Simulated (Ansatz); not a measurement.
# AlH2ClO (SMILES [OH][AlH][Cl]): levels of theory compared

We compute a comparison of 6 runs (HF/STO-3G, B2PLYP/STO-3G, CAM-B3LYP/STO-3G, UMP2/STO-3G, BCCD(T)/STO-3G, CCSDT/STO-3G) of AlH2ClO. 

The results are computed with Ansatz 0.2.0.

77 further runs of the same task are left out: 5 that didn't finish, 72 set aside as unsound or not needed.

### 1 The system as given

The species is AlH2ClO (5 atoms), meant as a singlet with charge 0. As SMILES, `[OH][AlH][Cl]`. The Cl3–Al2 distance was set to 4.192 Å, away from the relaxed value. At this shape a bond of the SMILES string is far longer than usual.

Bond lengths: O1–Al2 1.684 Å, O1–H4 0.956 Å, Al2–H5 1.563 Å. Angles: O1–Al2–H5 119.3°, Al2–O1–H4 124.3°.

### 2 A single-point energy at HF/STO-3G (run 1)

Input file job.yaml:

```yaml
crystal:
  periodic: [false, false, false]
  atoms:
    - {symbol: O, position_ang: [-1.794016, 2.281244, -1.039712]}
    - {symbol: Al, position_ang: [-0.252916, 2.095244, -0.387812]}
    - {symbol: Cl, position_ang: [1.114900, -1.725400, 0.662800]}
    - {symbol: H, position_ang: [-2.403416, 1.561244, -1.194812]}
    - {symbol: H, position_ang: [0.649584, 3.355344, -0.183112]}
basis:
  gaussian:
    orbitals: STO-3G
magnetization:
  spin_polarized: false
hamiltonian:
  xc: hf
accuracy: high
```

Launch:

```
ansatz run job.yaml --threads 1 --pin off --max-ram 2610MiB --events-out events.jsonl --progress --plain --runs-dir runs
```

Output:

```text
Warning: RAYON_NUM_THREADS=1 ignored (pool sized by the plan → 1); use --threads N
Functional definition: HF
  name "HF"
  exchange = exact_x
  correlation = 0
411 factors; integrals over basis functions are off by at most 2.3e-8 eV
mean field evaluation 1: about -20908.5469 eV, gradient 2.3e1 eV
mean field evaluation 2: about -20908.5645 eV, gradient 2.3e1 eV
mean field evaluation 4: about -20910.7789 eV, gradient 1.9e0 eV
mean field evaluation 8: about -20910.8768 eV, gradient 4.1e-2 eV
mean field evaluation 16: about -20892.7957 eV, gradient 1.4e1 eV
mean field evaluation 32: about -20910.8318 eV, gradient 5.4e-1 eV
mean field -20910.87679076 eV, -768.4605481590 hartree, gradient 1.9e-8 eV, S^2 0.000000; 0 other end points of the search recorded, 0 dependent functions left out
reference -20910.87679076 eV, -768.4605481590 hartree; 20, 20 occupied and 5, 5 virtual orbitals, 411 factors
Total energy: -20910.87679076 eV, -768.4605481590 hartree
```

Run time: 0.08 s. Hardware: 1 thread of AMD EPYC 9R45 (Zen 5), shared host.

### 3 A single-point energy at B2PLYP/STO-3G (run 2)

Input file job.yaml:

```yaml
basis:
  gaussian:
    orbitals: STO-3G
crystal:
  periodic: [false, false, false]
  atoms:
    - symbol: O
      position_ang: [-1.794016, 2.281244, -1.039712]
    - symbol: Al
      position_ang: [-0.252916, 2.095244, -0.387812]
    - symbol: Cl
      position_ang: [1.114900, -1.725400, 0.662800]
    - symbol: H
      position_ang: [-2.403416, 1.561244, -1.194812]
    - symbol: H
      position_ang: [0.649584, 3.355344, -0.183112]
accuracy: high
hamiltonian:
  xc: {name: B2PLYP}
correlation:
  frozen_orbitals: {Al: 5, Cl: 5, H: 0, O: 1}
```

Launch:

```
ansatz run job.yaml --threads 1 --pin off --max-ram 2610MiB --events-out events.jsonl --progress --plain --runs-dir runs
```

Output (excerpt; [...] marks lines left out):

```text
Warning: RAYON_NUM_THREADS=1 ignored (pool sized by the plan → 1); use --threads N
Functional definition: B2PLYP
  name "B2PLYP"
[...]
411 factors; integrals over basis functions are off by at most 2.3e-8 eV
[...]
mean field -20939.64781736 eV, -769.5178638848 hartree, gradient 1.4e-8 eV, S^2 0.000000; 2 other end points of the search recorded, 0 dependent functions left out; unrestricted orbitals would lower it
11 core orbitals not correlated: weight in the atoms' cores, before any rotation towards them, 1.000 or more for the frozen orbitals, at most 0.000 for the correlated occupied ones
reference -20939.64783913 eV, -769.5178646850 hartree; 9, 9 occupied and 5, 5 virtual orbitals, 411 factors
second order -4.70838993 eV of doubles, -0.00000000 eV of singles
Total energy: -20940.91910441 eV, -769.5645828224 hartree
```

It took 0.78 s on 1 thread of AMD EPYC 9R45 (Zen 5), shared host.

### 4 A single-point energy at CAM-B3LYP/STO-3G (run 3)

Input file molecule.yaml:

```yaml
crystal:
  periodic: [false, false, false]
  atoms:
    - {symbol: O, position_ang: [-1.794016, 2.281244, -1.039712]}
    - {symbol: Al, position_ang: [-0.252916, 2.095244, -0.387812]}
    - {symbol: Cl, position_ang: [1.114900, -1.725400, 0.662800]}
    - {symbol: H, position_ang: [-2.403416, 1.561244, -1.194812]}
    - {symbol: H, position_ang: [0.649584, 3.355344, -0.183112]}
basis:
  gaussian:
    orbitals: STO-3G
hamiltonian:
  xc: {name: CAM-B3LYP}
accuracy: high
```

Launch:

```
ansatz run molecule.yaml --threads 1 --pin off --max-ram 2610MiB --events-out events.jsonl --progress --plain --runs-dir runs
```

Output (excerpt; [...] marks lines left out):

```text
Warning: RAYON_NUM_THREADS=1 ignored (pool sized by the plan → 1); use --threads N
Functional definition: CAM-B3LYP
  name "CAM-B3LYP"
[...]
411 factors; integrals over basis functions are off by at most 2.3e-8 eV
177 factors; integrals over basis functions are off by at most 1.6e-9 eV
[...]
mean field -20949.41662609 eV, -769.8768609841 hartree, gradient 3.1e-8 eV, S^2 0.000000; 2 other end points of the search recorded, 0 dependent functions left out
reference -20949.41664255 eV, -769.8768615889 hartree; 20, 20 occupied and 5, 5 virtual orbitals, 411 factors
Total energy: -20949.41664255 eV, -769.8768615889 hartree
```

Wall time 0.7 s (1 thread of AMD EPYC 9R45 (Zen 5), shared host).

Runs 4 to 5 aren't shown in full; the table further down has their settings and results.

### 5 The energy at CCSDT/STO-3G (run 6)

Input file in.yaml:

```yaml
crystal:
  periodic: [false, false, false]
  atoms:
    - symbol: O
      position_ang: [-1.794016, 2.281244, -1.039712]
    - symbol: Al
      position_ang: [-0.252916, 2.095244, -0.387812]
    - symbol: Cl
      position_ang: [1.114900, -1.725400, 0.662800]
    - symbol: H
      position_ang: [-2.403416, 1.561244, -1.194812]
    - symbol: H
      position_ang: [0.649584, 3.355344, -0.183112]
basis:
  gaussian:
    orbitals: STO-3G
correlation:
  method: ccsdt
  frozen_orbitals: {Al: 5, Cl: 5, H: 0, O: 1}
accuracy: high
scf:
  omitted_lower_state_checks: [cluster_reference, increment]
```

Launch:

```
ansatz run in.yaml --threads 1 --pin off --max-ram 2610MiB --events-out events.jsonl --progress --plain --runs-dir runs
```

Output:

```text
Warning: RAYON_NUM_THREADS=1 ignored (pool sized by the plan → 1); use --threads N
[... 12 lines left out ...]
11 core orbitals not correlated: weight in the atoms' cores, before any rotation towards them, 1.000 or more for the frozen orbitals, at most 0.000 for the correlated occupied ones
[... 70 lines left out ...]
WARN: these amplitudes may be one of several solutions (largest doubles amplitude 0.97, level shift 0.31 eV)
Total energy: -20914.23979846 eV, -768.5841364126 hartree
Checks for a lower state left out: cluster_reference, increment
```

Wall time 0.36 s (1 thread of AMD EPYC 9R45 (Zen 5), shared host).

### 6 Overview of the runs

```
run             level  frozen core orbitals  energy (Eh)  wall time
  1         HF/STO-3G                     –  -768.460548     0.08 s
  2     B2PLYP/STO-3G                    11  -769.564583     0.78 s
  3  CAM-B3LYP/STO-3G                     –  -769.876862      0.7 s
  4       UMP2/STO-3G                    11  -768.560757     0.34 s
  5    BCCD(T)/STO-3G                    11  -768.583831     0.16 s
  6      CCSDT/STO-3G                    11  -768.584136     0.36 s
```

### 7 What came out

| quantity | value |
| --- | --- |
| run 6: total energy | -768.58414 Eh |
| run 6: correlation energy (11 core orbitals frozen) | -123.6 mEh |
| run 6: T1 diagnostic | 0.163 |

Below the HF energy at the same shape and in the same basis (STO-3G): UMP2 -100.2 mEh; BCCD(T) -123.3 mEh; CCSDT -123.6 mEh. Some of these start from another determinant than that one, so these aren't their correlation energies. Totals of different functionals can't be ranked against each other. In runs 2, 5, 6 the log says that unrestricted orbitals would lower the reference, so the values rest on an unstable closed-shell determinant (other closed-shell runs at this shape may share the fault). In runs 1, 2, 3, 4, 5, 6 the basis is minimal, so the values are rough. Spin contamination of the reference: run 4 ⟨S²⟩ = 0.99. Where it is this large, the reference is a mixture of spin states, and values that rest on it are in doubt. All runs together took 2.4 s, the longest 0.78 s.
